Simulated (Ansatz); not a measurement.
in.yaml

```yaml
crystal:
  periodic: [false, false, false]
  atoms:
    - {symbol: N, position_ang: [0.000000, 0.000000, -1.829133]}
    - {symbol: Si, position_ang: [0.000000, 0.000000, -0.222533]}
    - {symbol: Si, position_ang: [0.000000, 0.000000, 2.051667]}
basis:
  gaussian: {orbitals: cc-pVDZ}
total_charge: 1
magnetization: {spin_polarized: true, initial_magnetization: 2}
hamiltonian: {xc: {name: PBE}}
output: {orbitals: {seedname: orbitals}}
```

```sh
$ ansatz run in.yaml --threads 1 --pin off --events-out ev --progress --plain --max-ram 2393MiB
```

Log:

```
506 factors; integrals over basis functions are off by at most 6.7e-4 eV
mean field evaluation 1: about -17171.6999 eV, gradient 8.8e1 eV
mean field evaluation 2: about -16827.2818 eV, gradient 1.3e2 eV
mean field evaluation 4: about -17178.1065 eV, gradient 5.4e1 eV
mean field evaluation 8: about -17220.6872 eV, gradient 8.3e0 eV
mean field evaluation 16: about -17221.4279 eV, gradient 8.2e-3 eV
mean field evaluation 32: about -17203.0531 eV, gradient 4.5e1 eV
mean field evaluation 64: about -17221.1348 eV, gradient 9.9e-3 eV
mean field evaluation 96: about -17221.1834 eV, gradient 4.5e-2 eV
mean field evaluation 128: about -17221.2249 eV, gradient 1.4e0 eV
mean field evaluation 160: about -17220.4137 eV, gradient 4.2e0 eV
mean field -17221.42795250 eV, -632.8758041513 hartree, gradient 6.0e-6 eV, S^2 2.020319; 15 other end points of the search recorded, 0 dependent functions left out
reference -17221.42798064 eV, -632.8758051852 hartree; 18, 16 occupied and 32, 34 virtual orbitals, 506 factors
Total energy: -17221.42798064 eV, -632.8758051852 hartree
```

Ran on 1 thread of Arm Neoverse V1, shared host: 12 s wall, 0.16 GiB peak host memory.
